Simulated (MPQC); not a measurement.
# BNH6 (B(NH3)H3): levels of theory compared

Aim: a comparison of 3 runs (HF/STO-3G, HF/def2-SVP, PBE0/def2-SVP) of BNH6 (B(NH3)H3). 

The calculation is run with MPQC 2.3.1.

1 further run of the same task is left out (set aside as unsound or not needed).

## (1) Starting point

BNH6 has 8 atoms, charge 0, and is taken as a singlet. SMILES: `[H]B([H])([H])<-N`. The coordinates come from a GFN2-xTB relaxation.

Bond lengths: B1–N2 1.659 Å, N2–H3 1.013 Å, N2–H4 1.013 Å, N2–H5 1.013 Å, B1–H6 1.191 Å, B1–H7 1.191 Å, B1–H8 1.190 Å. Some angles: B1–N2–H3 108.6°, B1–N2–H4 108.6°, B1–N2–H5 108.6°, N2–B1–H6 105.5°, N2–B1–H7 105.6°, N2–B1–H8 105.6°, H3–N2–H4 110.3°, H3–N2–H5 110.4°, H4–N2–H5 110.3°, H6–B1–H7 113.1°.

## (2) Energy and forces at HF/STO-3G (run 1)

mol.in

```
% emacs should use -*- KeyVal -*- mode
molecule<Molecule>: (
    symmetry = c1
    unit = bohr
    { atoms geometry } = {
        B  [ -0.00415740 0.00561249 -1.56977659 ]
        N  [ 0.00402512 -0.00574477 1.56461764 ]
        H  [ -1.80669156 0.06508217 2.17981798 ]
        H  [ 0.97477743 1.52531134 2.17832510 ]
        H  [ 0.84960197 -1.61410957 2.16589070 ]
        H  [ 2.16061836 -0.06064131 -2.17855187 ]
        H  [ -1.02991964 1.91837437 -2.16347185 ]
        H  [ -1.14823539 -1.83388472 -2.17683221 ]
    }
)
basis<GaussianBasisSet>: (
    name = "STO-3G"
    molecule = $:molecule
    basisdir = "."
    puream = yes
)
mpqc: (
    checkpoint = no
    savestate = no
    restart = no
    do_energy = yes
    do_gradient = yes
    optimize = no
    mole<CLHF>: (
        molecule = $:molecule
        basis = $:basis
        total_charge = 0
        memory = 1000000000
        print_evals = yes
        print_npa = yes
        maxiter = 120
        value_accuracy = 1e-08
        guess_wavefunction<ExtendedHuckelWfn>: (
            molecule = $:molecule
            total_charge = 0
            multiplicity = 1
            basis<GaussianBasisSet>: (
                name = "STO-3G"
                molecule = $:molecule
            )
        )
    )
)
```

The basis set STO-3G is read from a file made from the Basis Set Exchange's data (not shown).

Started as:

```console
mpqc mol.in > mol.out
```

What it wrote:

```text
MPQC: Massively Parallel Quantum Chemistry
[...]
  CLSCF::init: total charge = 0
[...]
  nbasis = 16
[...]
  iter     1 energy =  -81.0535303451 delta = 3.75899e-01
[...]
  LUMO is    10   A =   0.521519
  total scf energy =  -81.5956320879
[...]
Value of the MolecularEnergy:  -81.5956320879
  Gradient of the MolecularEnergy:
      1    0.0001340496
      2   -0.0002487748
      3    0.0231426471
      4   -0.0000925764
      5   -0.0001593860
      6    0.0395770879
      7    0.0157562465
      8   -0.0004777720
      9   -0.0128713738
     10   -0.0084012063
     11   -0.0132000463
     12   -0.0127532596
[...]
      symmetry = c1
[...]
```

Wall time 0.24 s (1 thread of AMD EPYC 7B13 (Zen 3), shared host).

## (3) Energy and gradient at HF/def2-SVP (run 2)

mol.in

```
molecule<Molecule>: (
   symmetry = c1
   unit = angstrom
   { atoms geometry } = {
      B  [ -0.002200 0.002970 -0.830690 ]
      N  [ 0.002130 -0.003040 0.827960 ]
      H  [ -0.956060 0.034440 1.153510 ]
      H  [ 0.515830 0.807160 1.152720 ]
      H  [ 0.449590 -0.854150 1.146140 ]
      H  [ 1.143350 -0.032090 -1.152840 ]
      H  [ -0.545010 1.015160 -1.144860 ]
      H  [ -0.607620 -0.970450 -1.151930 ]
   }
)
basis<GaussianBasisSet>: (
   name = "def2-SVP"
   molecule = $:molecule
   basisdir = "."
   puream = yes
)
mpqc: (
   checkpoint = no
   savestate = no
   restart = no
   do_energy = yes
   do_gradient = yes
   optimize = no
   mole<CLHF>: (
      molecule = $:molecule
      basis = $:basis
      total_charge = 0
      memory = 1000000000
      print_evals = yes
      print_npa = yes
      maxiter = 120
      value_accuracy = 1e-08
      guess_wavefunction<CLHF>: (
         molecule = $:molecule
         total_charge = 0
         memory = 1000000000
         value_accuracy = 1e-3
         basis<GaussianBasisSet>: (
            name = "STO-2G"
            molecule = $:molecule
         )
      )
   )
)
```

The basis set def2-SVP is read from a file made from the Basis Set Exchange's data (not shown).

Started as:

```console
mpqc mol.in > mol.out
```

What it wrote:

```text
MPQC: Massively Parallel Quantum Chemistry
[...]
  LUMO is    10   A =   0.134556
  total scf energy =  -82.5582526398
[...]
Value of the MolecularEnergy:  -82.5582526398
  Gradient of the MolecularEnergy:
      1    0.0000455012
      2   -0.0001182719
      3   -0.0039141105
      4   -0.0001417092
      5   -0.0000273052
      6    0.0035518227
      7   -0.0080471583
      8    0.0004297932
      9   -0.0025781517
     10    0.0043548803
     11    0.0068872590
     12   -0.0025048100
[...]
      symmetry = c1
[...]
```

It took 4.8 s on 1 thread of AMD EPYC 7B13 (Zen 3), shared host; peak memory 0.23 GiB.

## (4) Energy and forces at PBE0/def2-SVP (run 3)

mol.in

```
% emacs should use -*- KeyVal -*- mode
molecule<Molecule>: (
  symmetry = c1
  unit = bohr
  { atoms geometry } = {
    B  [ -0.00415740   0.00561249  -1.56977659 ]
    N  [ 0.00402512  -0.00574477   1.56461764 ]
    H  [ -1.80669156   0.06508217   2.17981798 ]
    H  [ 0.97477743   1.52531134   2.17832510 ]
    H  [ 0.84960197  -1.61410957   2.16589070 ]
    H  [ 2.16061836  -0.06064131  -2.17855187 ]
    H  [ -1.02991964   1.91837437  -2.16347185 ]
    H  [ -1.14823539  -1.83388472  -2.17683221 ]
  }
)
basis<GaussianBasisSet>: (
  name = "def2-SVP"
  molecule = $:molecule
  basisdir = "."
  puream = yes
)
mpqc: (
  checkpoint = no
  savestate = no
  restart = no
  do_energy = yes
  do_gradient = yes
  optimize = no
  mole<CLKS>: (
    molecule = $:molecule
    basis = $:basis
    total_charge = 0
    memory = 1000000000
    print_evals = yes
    print_npa = yes
    maxiter = 120
    value_accuracy = 1e-08
    functional<SumDenFunctional>: (
      a0 = 0.25
      coefs = [ 0.75 1 ]
      funcs: [ <PBEXFunctional>: () <PBECFunctional>: () ]
    )
    integrator<RadialAngularIntegrator>: ( grid = xfine )
    guess_wavefunction<CLHF>: (
      molecule = $:molecule
      total_charge = 0
      memory = 1000000000
      value_accuracy = 1e-3
      basis<GaussianBasisSet>: (
        name = "3-21G"
        molecule = $:molecule
      )
    )
  )
)
```

The basis set def2-SVP is read from a file made from the Basis Set Exchange's data (not shown).

Started as:

```console
mpqc mol.in > mol.out
```

What it wrote:

```text
MPQC: Massively Parallel Quantum Chemistry
[...]
  Integrated electron density error = -0.000539901359
  iter     1 energy =  -82.9985541370 delta = 8.97443e-02
  Integrated electron density error = 0.000025750087
  iter     2 energy =  -83.0356717484 delta = 1.76646e-02
[...]
  Integrated electron density error = -0.000000034870
  iter     9 energy =  -83.0388138790 delta = 3.22482e-07
  Integrated electron density error = -0.000000034870
  iter    10 energy =  -83.0388138790 delta = 5.28859e-08
  Integrated electron density error = -0.000000034869
  iter    11 energy =  -83.0388138790 delta = 1.07497e-08
[...]
  LUMO is    10   A =   0.024452
  total scf energy =  -83.0388138790
[...]
  Integrated electron density error = -0.000000034900
  Total Gradient:
[...]
Value of the MolecularEnergy:  -83.0388138790
  Gradient of the MolecularEnergy:
      1    0.0000182462
      2   -0.0000792000
      3   -0.0135870342
      4   -0.0000891228
      5   -0.0000772202
      6    0.0198039396
      7    0.0034224036
      8   -0.0000323393
      9   -0.0055536325
     10   -0.0017910851
     11   -0.0028122129
     12   -0.0054768540
[...]
        symmetry = c1
[...]
```

Run time: 39 s. Hardware: 1 thread of AMD EPYC 7B13 (Zen 3), shared host; peak memory 0.22 GiB.

## (5) The series

| run | level | starting guess | integration grid | energy (Eh) | HOMO energy (eV) | LUMO energy (eV) | HOMO–LUMO gap (eV) | wall time |
| --- | --- | --- | --- | --- | --- | --- | --- | --- |
| 1 | HF/STO-3G | huckel STO-3G | – | -81.595632 | -9.60 | 14.19 | 23.79 | 0.24 s |
| 2 | HF/def2-SVP | STO-2G | – | -82.558253 | -11.24 | 3.66 | 14.90 | 4.8 s |
| 3 | PBE0/def2-SVP | 3-21G | xfine | -83.038814 | -7.67 | 0.67 | 8.33 | 39 s |

## (6) Outcome

| quantity | value |
| --- | --- |
| run 3: total energy | -83.03881 Eh |
| run 3: HOMO energy | -7.67 eV |
| run 3: LUMO energy | 0.67 eV |
| run 3: HOMO–LUMO gap | 8.33 eV |
| run 3: largest force on an atom | 1.018 eV/Å |

The HOMO–LUMO gap runs from 8.33 eV (PBE0/def2-SVP) to 23.79 eV (HF/STO-3G). The two ends differ in method and basis. In run 1 the basis is minimal, so the values are rough. All runs together took 44 s, the longest 39 s.
